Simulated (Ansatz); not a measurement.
# AlPH₄ (singlet): wave-function methods side by side, cc-pVTZ

The task here is to estimate one member of a computed series from the others.

Method: cc-pVTZ, core rule «outside noble gas», up to 10 orbitals frozen; program: Ansatz 0.2.0, Gaussian basis.

The runs, in order: UHF; CCSD(T) on RHF; BCCD(T) on RHF; CCSDT(Q) on RHF.

1 further run of the same task is left out (set aside as unsound or not needed).

## The geometry

The geometry is a PBE0/def2-TZVP stationary point (not a proven minimum).

6 atoms, charge 0, spin multiplicity 1.

Atoms are counted from 1 here; the program's logs count them from 0.

Bond lengths: Al1–P2 2.322 Å, Al1–H3 1.586 Å, Al1–H4 1.586 Å, P2–H5 1.420 Å, P2–H6 1.420 Å. Angles: P2–Al1–H3 119.4°, P2–Al1–H4 119.4°, H3–Al1–H4 120.9°, Al1–P2–H5 94.0°, Al1–P2–H6 94.0°, H5–P2–H6 95.1°.

The first run:

Input file in.yaml:

```yaml
crystal:
  periodic: [false, false, false]
  atoms:
    - {symbol: Al, position_ang: [-0.037782, 0.000000, 1.213636]}
    - {symbol: P, position_ang: [0.089997, 0.000000, -1.105232]}
    - {symbol: H, position_ang: [-0.021055, -1.380168, 1.995550]}
    - {symbol: H, position_ang: [-0.021055, 1.380168, 1.995550]}
    - {symbol: H, position_ang: [-0.856043, -1.048281, -1.257693]}
    - {symbol: H, position_ang: [-0.856043, 1.048281, -1.257693]}
basis:
  gaussian: {orbitals: cc-pVTZ}
magnetization: {spin_polarized: true, initial_magnetization: 0}
hamiltonian: {xc: hf}
output: {orbitals: {seedname: orbitals}}
```

The run is started by

```console
> ansatz run in.yaml --threads 1 --pin off --events-out ev --progress --plain --max-ram 2560MiB --backend cpu
```

Among the steps run: UHF; CCSD(T) on RHF; BCCD(T) on RHF; CCSDT(Q) on RHF.

One of the session's tables, all rows but one given; the rest of the session is left out.

It belongs to the step «Misses and costs». 

```
   method  from RCCSDT(Q) (kJ/mol)
      RHF                   +777.1
     RMP2                   +136.6
    RCCSD                    +31.4
 RCCSD(T)                     +4.5
  BCCD(T)                        ?
   RCCSDT                     +1.4
RCCSDT(Q)                        0
```

**Question.** Estimate the row for BCCD(T).

**Answer.** from RCCSDT(Q) (kJ/mol): +4.3. In the column «from RCCSDT(Q) (kJ/mol)» it lies between RCCSDT (+1.4) and RCCSD(T) (+4.5).

With the free atoms at the same levels and basis (separate runs), the atomisation energy is 14.818 eV at RCCSDT(Q), 14.808 eV at RCCSD(T), 11.069 eV at RHF.
